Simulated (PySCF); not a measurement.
Delta-SCF ions had no search for a lower state. Excitations are Tamm–Dancoff values on a coarser integration grid. The basis has no diffuse functions, so Rydberg states are missing or too high.

## C2H7N, SMILES `CNC` (charge 0, multiplicity 1)

These are PBE0-D3(BJ)/def2-TZVP (PySCF 2.14.0) values and carry that method's errors.

The HOMO is -6.37 eV and the dipole moment is 0.96 D. The LUMO comes out as 1.23 eV. The HOMO–LUMO gap is 7.59 eV, the S1 excitation (TDA) is 6.11 eV and the S1 oscillator strength is 0.007. The brightest of the four lowest singlets (TDA) is 7.25 eV and the T1 excitation (TDA) comes out as 5.81 eV. The S1–T1 gap (TDA) comes out as 0.30 eV, the vertical ionisation energy (Delta-SCF) is 8.75 eV and the total energy is -135.0512 Ha. The cost is roughly 80 core-seconds.

```xyz
10

C      1.1777     0.2650     0.0538
N      0.1075    -0.6568    -0.2495
C     -1.1881    -0.1596     0.1519
H      2.1257    -0.1283    -0.3185
H      1.2684     0.3730     1.1387
H      1.0321     1.2752    -0.3664
H      0.1036    -0.8638    -1.2394
H     -1.9672    -0.8628    -0.1488
H     -1.4364     0.8322    -0.2640
H     -1.2233    -0.0741     1.2420
```
